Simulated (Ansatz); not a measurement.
Ethylmethylamine from Hartree–Fock to CCSD(T)

```tsv
atom	x (Å)	y (Å)	z (Å)
C1	-0.071	0.277	1.839
C2	-0.278	-0.347	0.476
N3	0.200	0.523	-0.576
C4	0.079	-0.058	-1.893
H5	-0.575	1.244	1.899
H6	-0.461	-0.369	2.629
H7	0.993	0.438	2.040
H8	-1.347	-0.519	0.307
H9	0.201	-1.344	0.446
H10	1.166	0.770	-0.396
H11	0.506	0.616	-2.638
H12	0.567	-1.042	-1.997
H13	-0.979	-0.191	-2.137
```

Charge 0, multiplicity 1. The structure was optimised at the PBE0-D4/def2-TZVP level. It is one conformer, not always the lowest. Frozen core, restricted reference, Ansatz 0.2.0. CBS rows extrapolate triple and quadruple zeta; past MP2 they add the triple-zeta difference.

```
     basis     HF (Eh)  MP2 corr.
  def2-SVP  -173.15560   -0.60877
def2-TZVPP  -173.34870   -0.74940
def2-QZVPP  -173.35742   -0.79773
```

Q: Estimate the CCSD correlation energy and the (T) correction in each basis where they were run (hartree).

A: 
| basis | CCSD corr. | (T) |
| --- | --- | --- |
| def2-SVP | -0.66478 | -0.01819 |
| def2-TZVPP | -0.79462 | -0.02971 |
| CBS(def2) | -0.87876 | as TZ |
